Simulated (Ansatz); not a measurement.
Write a Python script for Ansatz 0.2.0 through its Python package that makes a polarisability from point charges of BFH2, SMILES BF. Use (for the species named): MP2, def2-SVP basis, multiplicity 1.

```xyz
4

B    -0.0137   -0.0394   -0.0266
F     1.1481   -0.2935    0.6848
H    -1.0734   -0.6218    0.1530
H    -0.0054    0.8945   -0.8316
```

`run_field.py`:
```python
import ansatz as az
import numpy as np


def main() -> None:
    mol = (
        az.Crystal.molecule()
        .atom("B", (-0.0137, -0.0394, -0.0266))
        .atom("F", (1.1481, -0.2935, 0.6848))
        .atom("H", (-1.0734, -0.6218, 0.153))
        .atom("H", (-0.0054, 0.8945, -0.8316))
    )

    base = mol.calculation()
    base = base.basis(gaussian="def2-SVP")
    base = base.correlation("mp2")
    base = base.forces()
    centre = np.mean([site.position_ang for site in mol.cartesian_sites], axis=0)
    field = 2 * 14.399645 * 4.0 / 30.0 ** 2


    def dipole(axis, sign):
        arm = 30.0 * np.eye(3)[axis]
        pair = [{"charge": sign * 4.0, "position_ang": (centre - arm).tolist()}, {"charge": -sign * 4.0, "position_ang": (centre + arm).tolist()}]
        deck = base.input().set(az.key.basis.gaussian.point_charges, pair)
        return np.array(az.Session.from_dict(deck).plan().execute().report["charge_distribution"]["dipole_moment_e_ang"])


    print(f"field {field:.4f} V/A")
    alpha = np.array([(dipole(axis, 1) - dipole(axis, -1)) / (2 * field) * 14.399645 for axis in range(3)])
    print("polarisability tensor (A^3)")
    print(np.array2string(alpha, precision=3, suppress_small=True))
    print(f"mean {np.trace(alpha) / 3:.3f} A^3 = {np.trace(alpha) / 3 / 0.14818471:.2f} bohr^3")


if __name__ == "__main__":
    main()
```

```console
$ python run_field.py
field 0.1280 V/A
polarisability tensor (A^3)
[[ 2.28   0.136  0.211]
 [ 0.136  1.859 -0.401]
 [ 0.211 -0.4    1.796]]
mean 1.978 A^3 = 13.35 bohr^3
```

Caveats:
- The geometry is a force-field or estimated start, not a minimum of this method, and the basis set is short of its limit. The field of two point charges is only nearly even.
- Without diffuse functions polarisabilities are unreliable, as a rule too low, and they change with the bond lengths of this unrelaxed start.
- The whole script took 1.8 s on 1 thread of Arm Neoverse V1 (shared host), peak memory 0.15 GiB.
